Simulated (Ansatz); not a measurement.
A run for Ansatz (an electronic-structure program): R-RI-MP2/aug-cc-pVTZ on CH6O2 (a complex). Files ending in .json are basis or fitting sets from the Basis Set Exchange.

Ansatz 0.2 input:
```yaml
crystal:
  periodic: [false, false, false]
  atoms:
    - {symbol: O, position_ang: [-2.63715898, 0.08435036, 0.07753922]}
    - {symbol: H, position_ang: [-3.05383598, 0.88322336, 0.40330922]}
    - {symbol: H, position_ang: [-1.70813198, 0.19510736, 0.31848822]}
    - {symbol: O, position_ang: [1.22693702, 0.17318936, 0.54162022]}
    - {symbol: H, position_ang: [1.59492002, -0.39888764, 1.21914822]}
    - {symbol: C, position_ang: [1.69194202, -0.29844064, -0.72053878]}
    - {symbol: H, position_ang: [1.26112502, 0.35265336, -1.47365278]}
    - {symbol: H, position_ang: [2.77790602, -0.24764764, -0.79485078]}
    - {symbol: H, position_ang: [1.36359902, -1.31830964, -0.91961978]}
basis:
  gaussian:
    orbitals: aug-cc-pVTZ
    fitting: {mean_field: def2-universal-JKFIT, correlation: aug-cc-pVTZ-RIFIT.json}
magnetization: {spin_polarized: false}
correlation: {method: mp2, electrons: outside_noble_gas}
scf: {lower_state_search: off}
```

Program output:

```
WARN ansatz: RAYON_NUM_THREADS=1 ignored (pool sized by the plan → 1); use --threads N
Functional definition: HF
these checks for a lower state are left out or cut short: stability, starts, cluster_reference, orbital_swaps, neighbouring_geometries, increment
integrals: 0.24 GiB planned
337 factors; integrals over basis functions are off by at most 9.7e-1 eV
mean field: 0.41 GiB planned
mean field evaluation 1: about -5197.8865 eV, gradient 4.5e1 eV
mean field evaluation 2: about -5200.4019 eV, gradient 2.8e1 eV
mean field evaluation 4: about -5201.6072 eV, gradient 7.3e-1 eV
mean field -5201.60894280 eV, -191.1556028708 hartree, gradient 1.7e-6 eV, S^2 0.000000; 0 other end points of the search recorded, 0 dependent functions left out
3 core orbitals not correlated
594 factors; their error is unknown
reference -5201.60894280 eV, -191.1556028708 hartree; 11, 11 occupied and 262, 262 virtual orbitals, 594 factors
second order -19.21716794 eV of doubles, -0.00000000 eV of singles
Total energy: -5220.82611074 eV, -191.8618207667 hartree
Checks for a lower state left out: stability, starts, cluster_reference, orbital_swaps, neighbouring_geometries, increment
```

Self-consistency was reached.

Cost: around 2.0 core-seconds (rough).
